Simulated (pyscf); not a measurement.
One substitution at C on the doublet surface with elements of a group swapped. ωB97M-D3(BJ)/def2-TZVP, kcal/mol, from the separated reactants. PySCF, gas phase, ωB97X-D3(BJ)/def2-SVP geometries.

```csv
step,barrier,reaction energy,imaginary mode (i cm⁻¹)
`[CH3][CH3]` + `[CH3][Al][Cl]` [doublet] → `[CH3][Al]([CH3])[Cl]` + `[CH3]` [doublet],44.9,+10.4,1193
`[CH3][CH3]` + `[CH3][Al][F]` [doublet] → `[CH3][Al]([CH3])[F]` + `[CH3]` [doublet],?,?,1196
```

**Question.** Some entries are withheld; supply them.

**Answer.** 
- `[CH3][CH3]` + `[CH3][Al][F]` [doublet] → `[CH3][Al]([CH3])[F]` + `[CH3]` [doublet], barrier: 45.3
- `[CH3][CH3]` + `[CH3][Al][F]` [doublet] → `[CH3][Al]([CH3])[F]` + `[CH3]` [doublet], reaction energy: +9.9

Each row is the saddle that its search found.
